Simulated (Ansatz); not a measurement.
A nudged elastic band was laid between two geometries of H3P + H5NSi (11 atoms, charge 0, multiplicity 1).

Computed with RHF/def2-SVP in Ansatz.

```json
{
 "movable images": "5",
 "climbing image": "yes",
 "spring": "5.0 eV/Å²",
 "optimiser": "quadratic models (default)",
 "start path": "through a guess of the saddle point",
 "force threshold": "0.05 eV/Å",
 "iteration limit": "60",
 "end points": "relaxed"
}
```

First end point:

```xyz
11
Properties=species:S:1:pos:R:3
Si -0.619 0.784 0.116
N -0.111 0.356 1.711
H -0.771 0.014 2.384
H 0.629 0.858 2.163
H 0.586 0.941 -0.732
H -1.395 2.051 0.018
H -1.482 -0.302 -0.405
P 2.065 -3.540 1.521
H 1.439 -4.044 0.358
H 3.217 -3.067 0.854
H 1.387 -2.301 1.516
```

Last end point:

```xyz
11
Properties=species:S:1:pos:R:3
Si 0.435 -0.235 -0.511
N -0.123 -0.404 2.692
H -0.915 -0.952 2.984
H -0.347 0.559 2.877
H 0.768 -0.077 -1.951
H 0.629 1.083 0.129
H -0.983 -0.644 -0.410
P 1.877 -1.780 0.349
H 0.903 -2.638 0.899
H 2.055 -2.515 -0.847
H 0.646 -0.649 3.292
```

Which bonds break or form, and what moves?

Bonds broken: Si1–N2, P8–H11. Bonds formed: Si1–P8, N2–H11. H3P + H5NSi becomes H3N + H5PSi.

What energy profile does the band end with?

It converged. The highest image is number 3 of 0 to 6, 2.27 eV above the first end and 1.98 eV above the last; the last end lies 0.29 eV above the first. Neighbouring images differ by up to 2.1 eV, so the band resolves the path poorly. A vibrational analysis at the climbing image gives one clearly imaginary mode, 228i cm⁻¹: a first-order saddle point. The orbitals stay closed-shell, which can raise the energy where a bond breaks towards radicals; this wasn't checked here.

```
image  path coordinate (Å)  energy (eV)  Si1–N2 (Å)  P8–H11 (Å)  Si1–P8 (Å)
    0                 0.00         0.00        1.73        1.41        5.28
    1                 1.37         0.01        1.73        1.41        4.75
    2                 2.75         0.15        1.73        1.42        3.88
    3                 4.12         2.27        1.89        2.30        3.21
    4                 6.91         0.36        3.06        3.02        2.30
    5                 9.70         0.34        3.87        3.46        2.28
    6                12.48         0.29        3.26        3.38        2.28
```

What is the geometry of the highest image?


```xyz
11
Properties=species:S:1:pos:R:3
Si -0.046 -0.035 0.147
N 0.107 -0.066 2.031
H -0.783 -0.134 2.508
H 0.610 0.726 2.408
H 1.231 0.260 -0.498
H -0.839 1.234 0.097
H -0.935 -1.087 -0.343
P 1.633 -2.644 0.960
H 0.764 -3.336 0.079
H 2.546 -2.229 -0.042
H 0.656 -0.940 2.154
```

Run time: 3.6 min on 1 thread of Arm Neoverse V2 (shared host), peak memory 0.16 GiB.
